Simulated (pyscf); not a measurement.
•HN–Al(NH₂)–NH₂ + CH₄ -> H₂N–Al(NH₂)–NH₂ + CH₃•, a hydrogen abstraction (doublet surface; C–H broken, H–N formed). PySCF, gas phase, ωB97X-D3(BJ)/def2-SVP geometries. Energies in eV from the separated reactants.

AM1 to PM7: differences of heats of formation from MOPAC, which are fitted to 298 K values and so differ in kind from electronic energies by zero-point and thermal terms. Open shells are spin-unrestricted. 

### Question
In single points AM1 puts the saddle at 0.74 eV and the reaction energy at -0.70 eV. Should these be trusted to within a few kcal/mol? Compare with ωB97M-D3(BJ)/def2-TZVP.

### Answer
ωB97M-D3(BJ)/def2-TZVP gives ΔE‡ = 0.48 eV and ΔE = -0.31 eV. AM1 lies 0.27 eV over it in the barrier and 0.39 eV under it in the reaction energy, so on this step it does not hold to within 0.13 eV. ωB97M-D3(BJ)/def2-TZVP has limits of its own. This is the saddle that the search found; another between the same sides may lie lower. The angle at the transferred H is 164°.
